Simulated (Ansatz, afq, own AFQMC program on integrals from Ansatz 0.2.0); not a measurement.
BH₃, triplet → BH3⁺, doublet

```yaml
atoms:
  - { symbol: B, position_ang: [-0.1149, 0.0000, 0.0891] }
  - { symbol: H, position_ang: [0.3114, 0.5391, -0.9919] }
  - { symbol: H, position_ang: [0.6095, 0.0000, 1.0286] }
  - { symbol: H, position_ang: [0.3113, -0.5391, -0.9919] }
```

E(doublet, charge +1) − E(triplet, charge +0) at this geometry, on UHF and UHF determinants.

Basis cc-pVDZ. Only valence electrons are correlated. AFQMC by an in-house program on the Cholesky factors that Ansatz 0.2.0 writes for its CCSD(T) run. The CISD trial takes its coefficients from CCSD amplitudes. Released means that phaseless walkers are propagated on without the constraint, phases kept. Free AFQMC starts from the CCSD state and is never constrained. Its projection time is finite, and what remains of the start isn't in its error. Uncertainties: one standard error, sampling alone. The errors of all members are added in quadrature.

Full CI on the same integrals is exact in this basis and with this determinant's frozen core.

The best estimate is CCSD(T) at the basis-set limit (CBS: def2-TZVPP and def2-QZVPP, with their diffuse functions for anions and beside diffuse sets, CCSD(T) itself extrapolated) plus the step from CCSD(T) to full CI in cc-pVDZ. Rows without CBS are in cc-pVDZ, the functionals in def2-TZVP; B2PLYP and the wave-function rows carry a basis error of their own. Core correlation and relativity beyond core potentials are missing, and ± holds the sampling alone.

Cautions: BH₃ (triplet): lower spins were not checked.

Best estimate: 9.424 eV.

| level | vertical ionization energy (eV) | error against the best estimate (eV) |
| --- | --- | --- |
| HF | 8.953 | -0.471 |
| MP2 | 9.290 | -0.133 |
| CCSD | 9.296 | -0.127 |
| CCSD(T) | 9.310 | -0.114 |
| CCSDT | 9.312 | -0.112 |
| CCSDT(Q) | 9.312 | -0.112 |
| ph-AFQMC/CISD | 9.317 ± 0.005 | -0.106 ± 0.005 |
| released AFQMC | 9.312 ± 0.004 | -0.112 ± 0.004 |
| free AFQMC | 9.309 ± 0.007 | -0.115 ± 0.007 |
| FCI | 9.312 | -0.111 |
| HF/CBS | 8.953 | -0.471 |
| MP2/CBS | 9.388 | -0.035 |
| CCSD(T)/CBS | 9.421 | -0.002 |
| PBE | 9.465 | 0.041 |
| r2SCAN | 9.567 | 0.143 |
| PBE0 | 9.479 | 0.055 |
| B3LYP | 9.411 | -0.013 |
| wB97M-V | 9.270 | -0.154 |
| B2PLYP | 9.298 | -0.126 |

Correlation beyond CCSD(T) adds 0.002 eV. Going to the basis-set limit adds 0.111 eV at CCSD(T). The perturbative (T) step is worth +0.014 eV. The functionals spread over 0.297 eV; B3LYP and PBE come nearest and wB97M-V is 0.154 eV too low.

Best estimates are given only where the step beyond CCSD(T) is under 0.3 eV and no member's determinant is very poor (T1 over 0.05, or 0.07 for open shells, ⟨S²⟩ too high by 0.3, two states mixed), so the hardest cases are missing from such tables.

The functionals ran in a triple-zeta set and keep a basis error of their own, a few kJ/mol for each bond in atomization energies and more for double hybrids, so close places among them and the extrapolated levels can swap.

CCSDT and higher add their correlation energy to the determinant of the CCSD(T) run, since their own runs factorise the integrals more tightly (a shift of under 2 meV). Free projections are given only where their last times agree within the noise and don't stop above the reference; a slow remainder of the start can still hide under it. Each member of a difference takes its own highest rung, so a best estimate needn't equal the limit plus the step of one row. A walk keeps the symmetry of its determinant, which the program's search chose and which needn't be the lowest solution, so a lower state of the same spin and another symmetry isn't excluded. Released energies are given only where the last usable release times agree within the noise; a slower fall can still hide under it.
